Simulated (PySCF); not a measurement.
Structure with atom numbers: `[CH3:1][C:2]([CH3:3])([CH3:4])[F:5]` (H(Xn): hydrogen on atom n).

GIAO shifts from PySCF 2.14.0 with density-fitted response routines on PBE0-D3(BJ)/def2-SVP geometries (one conformer, non-relativistic, equivalent nuclei averaged), against TMS at the same level and in the same medium; PCM means IEF-PCM chloroform.

Measured (solution, not stated per compound (mostly CDCl3 or CCl4); Pretsch, Buehlmann, Badertscher, Structure Determination of Organic Compounds, 4th ed. (2009)): C2 93.5, C1/C3/C4 28.3, H(C1)/H(C3)/H(C4) 1.34 ppm.

Which unscaled values do B97-2/pcSseg-2, gas; PBE0/pcSseg-1, PCM; WP04/pcSseg-1, PCM; wB97X-D/pcSseg-1, PCM give, and how close are they?

Results:


```json
{"atoms": "C2", "measured": "93.5", "B97-2/pcSseg-2, gas": "94.1", "PBE0/pcSseg-1, PCM": "92.3", "WP04/pcSseg-1, PCM": "98.2", "wB97X-D/pcSseg-1, PCM": "92.4"}
{"atoms": "C1/C3/C4", "measured": "28.3", "B97-2/pcSseg-2, gas": "30.1", "PBE0/pcSseg-1, PCM": "30.0", "WP04/pcSseg-1, PCM": "29.8", "wB97X-D/pcSseg-1, PCM": "30.4"}
{"atoms": "H(C1)/H(C3)/H(C4)", "measured": "1.34", "B97-2/pcSseg-2, gas": "1.26", "PBE0/pcSseg-1, PCM": "1.33", "WP04/pcSseg-1, PCM": "1.34", "wB97X-D/pcSseg-1, PCM": "1.34"}
```

Mean absolute error for $^{13}$C: B97-2/pcSseg-2, gas 1.2, PBE0/pcSseg-1, PCM 1.5, WP04/pcSseg-1, PCM 3.1, wB97X-D/pcSseg-1, PCM 1.6 ppm.

Mean absolute error for $^{1}$H: B97-2/pcSseg-2, gas 0.08, PBE0/pcSseg-1, PCM 0.01, WP04/pcSseg-1, PCM 0.00, wB97X-D/pcSseg-1, PCM 0.00 ppm.
